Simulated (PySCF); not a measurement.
Isomers of C3H2ClFO. Method used: TDDFT PBE0/def2-SVPD, vertical, gas phase, core orbitals frozen in the response (PySCF 2.14.0, density-fitted response routines). Geometries: GFN2-xTB; one conformer of each isolated species. Triplets are in the Tamm–Dancoff approximation.

A. `O=C(Cl)/C=C/F`
B. `O=C=C[C@H](F)Cl`
C. `FCC(Cl)=C=O`

Lowest singlet levels (six at most, fewer where fewer were computed) with oscillator strengths:

1. 276 nm (f 0.000); 219 nm (f 0.000); 209 nm (f 0.377); 203 nm (f 0.018); 165 nm (f 0.000); 161 nm (f 0.002); T1 3.60 eV
2. 424 nm (f 0.000); 220 nm (f 0.004); 195 nm (f 0.001); 192 nm (f 0.001); 186 nm (f 0.049); 182 nm (f 0.005); T1 2.47 eV
3. 330 nm (f 0.000); 203 nm (f 0.018); 197 nm (f 0.120); 192 nm (f 0.003); 180 nm (f 0.033); 174 nm (f 0.025); T1 3.37 eV

Problem. Match each spectrum to its molecule.

Solution. 1 = A, 2 = C, 3 = B.
- A: S1 at 4.49 eV, HOMO→LUMO (96%); Löwdin shares by element: HOMO (one of a set within 0.03 eV) oxygen 57%, chlorine 29%, carbon 12% or more; LUMO carbon 63%, oxygen 18% (atoms not listed hold the other 20%); HOMO -8.84 and LUMO -2.48 eV; point group Cs, 3 of its 6 listed states under f = 0.0005.
- B: S1 at 3.75 eV, HOMO→LUMO (98%); Löwdin shares by element: HOMO carbon 58% or more, oxygen 20%, chlorine 14%; LUMO carbon 52% or more, oxygen 31%, hydrogen 7% or more; HOMO -7.64 and LUMO -1.81 eV.
- C: S1 at 2.93 eV, HOMO→LUMO (99%); Löwdin shares by element: HOMO carbon 49% or more, chlorine 27%, oxygen 17%; LUMO carbon 46% or more, oxygen 28%, chlorine 20%; HOMO -7.36 and LUMO -2.49 eV.
